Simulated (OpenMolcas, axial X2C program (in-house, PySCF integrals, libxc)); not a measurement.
**One splitting, several methods: ²Π3/2 − ²Π1/2**

Calculated with an axial X2C code built on PySCF integrals: two-component X2C with atomic mean-field Coulomb and Gaunt terms, Dyall basis sets with cores contracted in-house. The CASPT2 rows were computed with OpenMolcas 26.06 (scalar X2C, spin–orbit state interaction with atomic mean-field integrals). Vertical splittings E(Ω = 3/2) − E(Ω = 1/2) of the lowest ²Π state.

Correlated electrons in EOM-CCSD (inner shells frozen, about 90 virtual spinors): PN 10, PH²⁺ 4, PO⁺ 10.

| molecule | method | R (Å) | splitting (cm⁻¹) |
| --- | --- | --- | --- |
| PN⁻ | PBE0 determinants, 2c, av3z/av3z | 1.542 | 113 |
| PH⁺ | PBE0 determinants, 2c, v3z/v3z | 1.430 | 310 |
| PH⁻ | PBE0 determinants, 2c, av3z/av3z | 1.430 | -183 |
| PO | PBE0 determinants, 2c, v3z/av3z | 1.487 | 233 |

The other methods give:

```json
{"molecule": "PN⁻", "method": "EOM-EA-CCSD from PN, 2c, av3z/av3z", "R (Å)": "1.486", "splitting (cm⁻¹)": "77"}
{"molecule": "PH⁺", "method": "CAS(5,5), XMS-CASPT2, RASSI (OpenMolcas, ANO-RCC-VTZP)", "R (Å)": "1.448", "splitting (cm⁻¹)": "251"}
{"molecule": "PH⁺", "method": "EOM-EA-CCSD from PH²⁺, 2c, av3z/av3z", "R (Å)": "1.439", "splitting (cm⁻¹)": "310"}
{"molecule": "PH⁻", "method": "CAS(7,5), XMS-CASPT2, RASSI (OpenMolcas, ANO-RCC-VTZP)", "R (Å)": "1.464", "splitting (cm⁻¹)": "-198"}
{"molecule": "PO", "method": "EOM-EA-CCSD from PO⁺, 2c, av3z/av3z", "R (Å)": "1.485", "splitting (cm⁻¹)": "208"}
```

The distances differ by up to 0.06 Å between runs. Collinear functionals lack a current term; state interaction in a small space lacks spinor relaxation, which matters for heavy atoms, and ANO-RCC sets lack diffuse functions for anions; a negative value is an inverted multiplet.

(1) By what ratio do the methods differ, for splittings above 30 cm⁻¹?

## Answers

(1) PN⁻: EOM-EA-CCSD over PBE0 0.68; PH⁺: CASPT2 over PBE0 0.81; PH⁺: EOM-EA-CCSD over PBE0 1.00; PH⁻: CASPT2 over PBE0 1.08; PO: EOM-EA-CCSD over PBE0 0.89.
